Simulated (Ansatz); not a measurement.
# C3H6N2: the cost of one run

Method: RKS PBE0-D4/def2-SVP, in Ansatz 0.2.0.

## Step 1: The system as given

Bond lengths: C1–N2 1.376 Å, N2–C3 1.321 Å, C3–N4 1.366 Å, N2–C5 1.429 Å, N4–C5 1.483 Å, C1–H6 1.124 Å, C1–H7 1.118 Å, C1–H8 1.081 Å, C3–H9 1.128 Å, C5–H10 1.093 Å, C5–H11 1.057 Å. Angles (14 of 19 angles, heavy atoms first): C1–N2–C3 119.7°, C1–N2–C5 119.9°, C3–N2–C5 89.7°, N2–C3–N4 97.0°, C3–N4–C5 85.8°, N2–C5–N4 87.4°, N2–C1–H6 116.1°, N2–C1–H7 111.9°, N2–C1–H8 113.4°, N2–C3–H9 128.1°, N4–C3–H9 134.9°, N2–C5–H10 114.2°, N2–C5–H11 113.2°, N4–C5–H10 110.5°.

Coordinates:

```xyz
11

C    -1.1037    0.6100   -0.0858
N    -0.2193   -0.4444   -0.0801
C     0.3826   -0.7887    1.0448
N     1.6616   -0.7555    0.5651
C     1.0550   -0.3097   -0.7129
H    -0.7154    1.5846    0.3190
H    -1.4431    0.8643   -1.1204
H    -2.0050    0.4181    0.4784
H    -0.0837   -0.9708    2.0560
H     1.3404    0.7220   -0.9319
H     1.1960   -0.9870   -1.5117
```

## Step 2: End point A

Input file input.yaml:

```yaml
crystal:
  periodic: [false, false, false]
  atoms:
    - { symbol: C, position_ang: [-1.1037, 0.61, -0.0858] }
    - { symbol: "N", position_ang: [-0.2193, -0.4444, -0.0801] }
    - { symbol: C, position_ang: [0.3826, -0.7887, 1.0448] }
    - { symbol: "N", position_ang: [1.6616, -0.7555, 0.5651] }
    - { symbol: C, position_ang: [1.055, -0.3097, -0.7129] }
    - { symbol: H, position_ang: [-0.7154, 1.5846, 0.319] }
    - { symbol: H, position_ang: [-1.4431, 0.8643, -1.1204] }
    - { symbol: H, position_ang: [-2.005, 0.4181, 0.4784] }
    - { symbol: H, position_ang: [-0.0837, -0.9708, 2.056] }
    - { symbol: H, position_ang: [1.3404, 0.722, -0.9319] }
    - { symbol: H, position_ang: [1.196, -0.987, -1.5117] }
basis:
  gaussian: { orbitals: def2-SVP }
hamiltonian:
  xc: pbe0
  dispersion: d4
relax:
  f_tol: 0.015
  max_steps: 40
```

On the command line:

```
$ ansatz run input.yaml --threads 2 --pin off --max-ram 3072MiB --backend cpu --events-out ev --progress --plain --runs-dir out
```

Q: Estimate wall time and peak memory on 2 threads of INTEL XEON PLATINUM 8581C at 2.30GHz (Emerald Rapids), shared host.

About 14 s, with a peak of 0.23 GiB.
